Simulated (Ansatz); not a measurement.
**Relaxing Ta**

These are results of Ansatz, DFT r2SCAN, scalar-relativistic, plane waves, PAW, not measurements. Cutoff 500 eV, Γ-centred k mesh, Gaussian smearing, no spin polarisation in the final step.

Ta was placed on the lonsdaleite structure type (P6_3/mmc, No. 194), at a guessed volume.

```
Ta
1.0
     3.74803    0.00000    0.00000
    -1.87402    3.24589    0.00000
     0.00000    0.00000    6.18426
Ta
4
Direct
  0.33333 0.66667 0.43750
  0.66667 0.33333 0.93750
  0.66667 0.33333 0.56250
  0.33333 0.66667 0.06250
```

Cell and atoms relax at zero pressure; the relaxation can't lower the symmetry of the start. After a coarse first stage the cell is made exact in the group found at 0.06 Å.

Energies count from the standard state of Ta at the same level.

(1) Which crystal results?

(2) What are its volume, energy, density and gap?

Answers

(1) It ends in P6/mmm (No. 191). Conventional cell: a = 4.636 Å, c = 2.666 Å. Ta has 5 Ta at 2.67–2.68 Å.

Space group P6/mmm (No. 191). a = 4.636 Å, b = 4.636 Å, c = 2.666 Å, α = 90.00°, β = 90.00°, γ = 120.00°
```tsv
atom	site	symmetry	x	y	z
Ta	2c	-6m2	0.3333	0.6667	0.0000
```

(2) The volume per atom is 24.81 Å³ and the density is 12.11 g/cm³. The energy over the standard structure is 2.01 eV/atom and the gap on the 15×15×20 mesh is 0 eV (a metal).

The final run used a 15×15×20 mesh on its 2-atom cell and 0.10 eV smearing. For metals, differences of a few meV/atom aren't resolved. Spin–orbit coupling is left out. A structure relaxed within its symmetry needn't be a true minimum.